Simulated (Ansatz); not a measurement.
## [Br···H···H], doublet along the distance Br1-H2

Starting geometry:

```yaml
atoms:
  - { symbol: Br, position_ang: [0.0000, 0.0000, -1.2869] }
  - { symbol: H, position_ang: [0.0000, 0.0000, 0.1337] }
  - { symbol: H, position_ang: [0.0000, 0.0000, 1.1531] }
```

From there H2 is moved from one fragment to the other while all else, the fragments' distance too, stays fixed; atoms are numbered as listed. Energies are in kcal/mol, counted from the starting geometry at the same level. Kohn–Sham curves are unrestricted where that lies lower.

Basis cc-pVDZ; Ansatz 0.2.0. Only valence electrons are correlated (noble-gas cores and the filled d shells of p-block atoms frozen). No spin–orbit coupling is included, and no scalar relativity.

Full CI is exact within this basis and frozen core; it isn't the basis-set limit.

```csv
distance Br1-H2 (Å),B3LYP
1.321,8.9
1.421,0.0
1.460,-2.4
1.499,-4.3
1.538,-6.0
1.577,-7.4
1.617,-8.3
1.656,-8.7
1.695,-8.3
```

Problem. Estimate the full CI curve in cc-pVDZ from this one, knowing how B3LYP errs.

Solution. The computed full CI values, in kcal/mol from the starting point, and the error of B3LYP against them:
```tsv
distance Br1-H2 (Å)	full CI	B3LYP less full CI
1.321	7.4	1.5
1.421	0.0	0.0
1.460	-1.9	-0.4
1.499	-3.6	-0.8
1.538	-5.1	-0.9
1.577	-6.5	-0.9
1.617	-7.7	-0.7
1.656	-8.4	-0.3
1.695	-8.4	0.1
```

The error spans 2.4 kcal/mol and is largest, 1.5 kcal/mol, at 1.321 Å.

In so small a basis the reference is far from its limit while semilocal and hybrid functionals are nearer theirs, so the functionals' errors here hold much of the reference's basis and frozen-core error, which can add to them or hide them.
